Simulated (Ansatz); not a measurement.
Mulliken charges of FNO (`O=NF`) from PBE/def2-TZVPP in Ansatz (PBE0-D4/def2-TZVP geometry).

```json
{"atom": "O1", "x (Å)": "0.868", "y (Å)": "0.243", "z (Å)": "0.505", "charge (e)": "0.000"}
{"atom": "N2", "x (Å)": "0.149", "y (Å)": "-0.483", "z (Å)": "0.030", "charge (e)": "0.177"}
{"atom": "F3", "x (Å)": "-1.017", "y (Å)": "0.240", "z (Å)": "-0.535", "charge (e)": "-0.177"}
```

Task: By hand: the dipole of these point charges (1 e Å = 4.8032 D).

Result: Σ q r = (0.206, -0.128, 0.100) e Å, of length 0.262 e Å = 1.26 D.

Task: How does the dipole of the full density compare? (Estimate.)

Result: The calculation gave: (0.227, -0.057, 0.119) e Å, 1.26 D; the point charges give 1.00 times that, at 17° from its direction.

Point charges leave out the atoms' own dipoles, such as those of lone pairs, and Mulliken's split depends on the basis, so the close match here is no proof of good charges.
